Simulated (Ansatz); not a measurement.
## Volume per atom of some elemental solids other than molecular ones

Method: PBE-D3(BJ) (Ansatz, a program for electronic structure, PAW). References are measured values corrected to a static lattice or taken at low temperature (these still hold zero-point motion). The table is a random draw of 8 from 14 solids with such references.

Values in Å³/atom.

| solid | reference | PBE-D3(BJ) | error (%) |
|---|---|---|---|
| hcp Sc | 24.77† | 23.54 | -5.0 |
| hcp Y | 32.95† | 31.56 | -4.2 |
| hcp Cd | 21.01† | 21.29 | +1.3 |
| hcp Ru | 13.45† | 13.45 | 0.0 |
| hcp Co | 10.96† | 10.55 | -3.7 |
| hcp Re | 14.62† | 14.67 | +0.3 |
| hcp Ti | 17.50† | 16.52 | -5.6 |
| hcp Mg | 22.65† | 21.74 | -4.0 |

Over these 8 solids the mean error is -2.6 %, the mean absolute error 3.0 % (median 3.9 %), and the worst case hcp Ti at -5.6 % (its reference is marked and can be at fault); the value is below the reference in 5 of 8 cases. Over all 14 the mean error is -1.5 % and the mean absolute error 3.0 % (median 3.4 %).

All these references are brought to a static lattice.

Spin–orbit coupling is left out, also for the solids with elements from indium on (hcp Re); its size isn't shown.

† marks references with one source in our tables, § those from which another value on file, of any temperature, differs by over 15 %.

Differences are worked out from the printed values.

Ansatz's density-functional and Hartree–Fock values are scalar-relativistic unless marked +SOC, with PAW data made under PBE.

Ansatz's runs of these crystals have no spin polarisation, but for hcp Co.

Density-functional runs with spin start from parallel moments for hcp Co.

Not in this set, of the elemental solids other than molecular ones with a reference value in our tables and a result at some level: 2 for a published cell of unstated conditions (α-phase B, β-phase O2); 2 for a cell known from the COD alone (C (R-3m, No. 166, 4 atoms in the cell; start COD 1000065), C (R-3m, No. 166, 8 atoms in the cell; start COD 1541795)); 1 for a reference at room or unstated temperature (hcp Lu). These can be a level's worst cases. Values held back for tests aren't counted. Layered and molecular crystals are counted apart. The metals Ce to Yb are counted apart.

References as tabulated in Lejaeghere et al. (2013), arXiv:1204.2733.
